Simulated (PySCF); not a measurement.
C₅H₄S (triplet state).
Geometry (GFN2-xTB, Å), atoms numbered from 1 in this order:
```xyz
10
C5H4S angstrom
C      2.3160    0.0669   -0.2453
C      1.0248    0.0786   -0.1176
C      0.0827   -0.9478    0.1412
C     -1.2337   -0.5335    0.2080
C     -1.4144    0.8147    0.0104
S      0.0432    1.6710   -0.2726
H      3.1723    0.6622   -0.4275
H      0.4121   -1.9623    0.2687
H     -2.0550   -1.2029    0.3985
H     -2.3391    1.3576    0.0138
```

As a line formula: `[CH]c1cccs1` [triplet].

The calculation used UKS B3LYP, pcH-1 on C H S, non-relativistic, mean-field spin-orbit, GIAO (PySCF 2.14.0). Geometry: GFN2-xTB; no solvent, vibrations or thermal averaging. This triplet need not be the ground state; the singlet was not compared here. Couplings are sensitive to structure, and on GFN2-xTB geometries they can be far from those on DFT ones. No stability test was run, so a lower SCF solution isn't excluded.

**Question.** Give the principal g shifts and their parts.

**Answer.** 
| Δg (ppm) | 1 | 2 | 3 |
| --- | --- | --- | --- |
| relativistic mass correction | -162 | -162 | -162 |
| gauge correction | 27 | -15 | 20 |
| orbital Zeeman/spin–orbit | 308 | 1171 | 1717 |
| total | 173 | 994 | 1576 |

So g = 2.00249, 2.00331, 2.00390 and g_iso = 2.00323; the tensor is rhombic: the two nearest values differ by 41 % of g3 − g1. Axes: g1 points within 3° of the C1–H7 bond and g2 is normal to the molecular plane.

**Question.** At 9.371 GHz, how far is the centre of the isotropic spectrum from where a free electron (g = 2.002319) resonates, zero-field splitting left aside?

**Answer.** B = hν/(g μB) with μB/h = 13.99624 MHz/mT gives 334.38 mT for the free electron and 334.23 mT at g_iso, 0.15 mT lower.

**Question.** What are the electron Larmor frequencies g μB B/h along the three axes at 350 mT?

**Answer.** 9.8096, 9.8136, 9.8165 GHz for g1, g2 and g3, a range of 6.9 MHz.

Largest spin populations (Mulliken): C1 (+1.46), C3 (+0.44), C5 (+0.38) and C2 (-0.31). Four atoms exceed +0.15. The positive populations add up to 2.52 and the negative ones to -0.52, together 2S = 2.

The HOMO–LUMO gaps are 4.90 eV among the α and 4.26 eV among the β orbitals.
